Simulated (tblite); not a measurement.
Species: C3HF2 (doublet state).
SMILES with atom numbers: `[CH:1]#[C:2][C:3]([F:4])[F:5]` (hydrogens: H6 on C1)

Computed values, GFN2-xTB/tblite, gas phase, harmonic and unscaled. Errors from tens to a few hundred cm⁻¹ against measured bands are possible. Open shells enter through the occupations alone, without spin polarisation, and single modes of such species can be off by tens of per cent.

Harmonic wavenumbers (cm⁻¹): 157.2, 222.3, 255.4, 424.4, 461.9, 490.6, 685.1, 789.0, 1184.7, 1408.9, 2117.2, 3395.3.

A = 11030, B = 3910, C = 2887 MHz; mass 75.005 u (most abundant isotopes); point group C2v, symmetry number 2; spin multiplicity 2.

Question: What is the zero-point energy?

Answer: ½Σν̃ = 5796 cm⁻¹ = 16.57 kcal/mol.

Question: Entropy at 273.15 K, 1 bar (ideal gas, RRHO, classical rotation)?

Answer: Translation 38.45, rotation 23.72, vibration 8.18, spin (R ln 2) 1.38: S = 71.7 cal/(mol K).

Question: And Cp and H(273.15 K) − H(0)?

Answer: Cp = 18.57 cal/(mol K), of which vibrations give 10.63 (their classical limit is 12 R = 23.8); H(273.15 K) − H(0) = 3.55 kcal/mol without the zero-point energy, 1.38 from vibrations.

Question: Which modes carry the vibrational entropy at 273.15 K?

Answer: 157.2 cm⁻¹: 2.42; 222.3 cm⁻¹: 1.78; 255.4 cm⁻¹: 1.54; 424.4 cm⁻¹: 0.76; 461.9 cm⁻¹: 0.65; 490.6 cm⁻¹: 0.58 cal/(mol K); the other 6 give 0.46 together.

Question: How do the functions run with temperature in this model?

Answer: 
```json
{"T (K)": "150", "S (cal/(mol K))": "62.0", "Cp (cal/(mol K))": "13.9", "H − H(0) (kcal/mol)": "1.53", "G − H(0) (kcal/mol)": "-7.78", "ln q(vib)": "0.51"}
{"T (K)": "250", "S (cal/(mol K))": "70.1", "Cp (cal/(mol K))": "17.9", "H − H(0) (kcal/mol)": "3.13", "G − H(0) (kcal/mol)": "-14.40", "ln q(vib)": "1.36"}
{"T (K)": "298.15", "S (cal/(mol K))": "73.4", "Cp (cal/(mol K))": "19.3", "H − H(0) (kcal/mol)": "4.02", "G − H(0) (kcal/mol)": "-17.86", "ln q(vib)": "1.81"}
{"T (K)": "400", "S (cal/(mol K))": "79.4", "Cp (cal/(mol K))": "21.6", "H − H(0) (kcal/mol)": "6.11", "G − H(0) (kcal/mol)": "-25.65", "ln q(vib)": "2.76"}
{"T (K)": "600", "S (cal/(mol K))": "88.7", "Cp (cal/(mol K))": "24.5", "H − H(0) (kcal/mol)": "10.74", "G − H(0) (kcal/mol)": "-42.50", "ln q(vib)": "4.52"}
{"T (K)": "900", "S (cal/(mol K))": "99.2", "Cp (cal/(mol K))": "27.0", "H − H(0) (kcal/mol)": "18.51", "G − H(0) (kcal/mol)": "-70.78", "ln q(vib)": "6.82"}
```

q(vib) and H(0) count from the zero-point level.

Hindered rotation and anharmonicity are outside this model.
